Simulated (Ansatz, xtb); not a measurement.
## Relative energy of two conformers of C2H5FO3

We compare X, `OCC(O)(O)F`, a singlet, with Y, `OCC(O)(O)F`, a singlet. Both are isolated molecules in the gas phase, relaxed with PBE0-D3(BJ)/def2-SVP.

X (Å):

```csv
atom,x (Å),y (Å),z (Å)
C,0.2423,-1.3683,0.1896
C,0.8627,-0.1853,-0.5339
F,0.9837,-0.4685,-1.8590
O,0.3315,-1.1517,1.5730
O,0.0221,0.8923,-0.3680
O,2.1251,0.0794,-0.0685
H,-0.2337,-0.3938,1.7711
H,-0.7934,-1.5113,-0.1635
H,0.8238,-2.2692,-0.0503
H,0.5360,1.6846,-0.5737
H,2.1089,-0.1697,0.8690
```

Y (Å):

```yaml
atoms:
  - { symbol: C, position_ang: [-1.1475, 1.5626, 0.6092] }
  - { symbol: C, position_ang: [0.0848, 0.9828, 1.2784] }
  - { symbol: F, position_ang: [-0.3695, 0.4285, 2.4836] }
  - { symbol: O, position_ang: [-1.6491, 2.5969, 1.4130] }
  - { symbol: O, position_ang: [0.9966, 1.9477, 1.5890] }
  - { symbol: O, position_ang: [0.6449, 0.0150, 0.5203] }
  - { symbol: H, position_ang: [-1.9663, 2.1878, 2.2281] }
  - { symbol: H, position_ang: [-1.8790, 0.7568, 0.4259] }
  - { symbol: H, position_ang: [-0.8543, 1.9952, -0.3574] }
  - { symbol: H, position_ang: [0.4842, 2.7197, 1.8763] }
  - { symbol: H, position_ang: [1.5291, -0.1563, 0.8706] }
```

Energies in hartree; the thermal terms are from PBE0-D3(BJ)/def2-SVP harmonic frequencies (ideal gas, rigid rotor, one conformer each, 298.15 K, 1 atm) and include the zero-point energy:

|  | X | Y |
| --- | --- | --- |
| E, CCSD(T)/def2-SVP | −403.443149 | −403.444427 |
| E, MP2/def2-SVP | −403.383830 | −403.385143 |
| E, MP2/def2-TZVPP | −404.161750 | −404.163006 |
| zero-point energy | 0.084011 | 0.083787 |
| H(298 K) − E | 0.091094 | 0.090958 |
| G(298 K) − E | 0.054465 | 0.054209 |

Task: Correct the CCSD(T) difference for the basis set by the MP2 change, then work out ΔE, ΔE₀, ΔH and ΔG for X → Y in kcal/mol (1 Eh = 627.51 kcal/mol) and the equilibrium ratio [Y]/[X].

Result: 1. Differences Y − X: CCSD(T) −0.001278, MP2 in the small set −0.001313, MP2 in the large set −0.001256 Eh.
2. ΔE = −0.001278 + (−0.001256 − (−0.001313)) = −0.001221 Eh = −0.77 kcal/mol.
3. ΔE₀ = ΔE + ΔZPE = −0.001221 + (−0.000224) Eh = −0.91 kcal/mol.
4. ΔH = ΔE + (−0.000136) Eh = −0.85 kcal/mol.
5. ΔG = ΔE + (−0.000256) Eh = −0.93 kcal/mol, so ΔS = (ΔH − ΔG)/T = +1.1 J/(mol K).
6. kT = 0.9442 mEh, so K = [Y]/[X] = exp(−ΔG/kT) = exp(+1.56) ≈ 4.8.

The two are too close for this level to say which is favoured. An error of 1 kcal/mol in ΔG would change K by a factor of 5.4. Mirror images and further conformers aren't counted.

Other levels gave ΔE = −0.9 (PBE0-D3(BJ)/def2-SVP); −1.1 (HF/def2-SVP); −0.8 (MP2/def2-SVP); −0.8 (CCSD(T)/def2-SVP) kcal/mol. The correlated steps freeze 6 core orbitals. Programs: Ansatz 0.2.0.
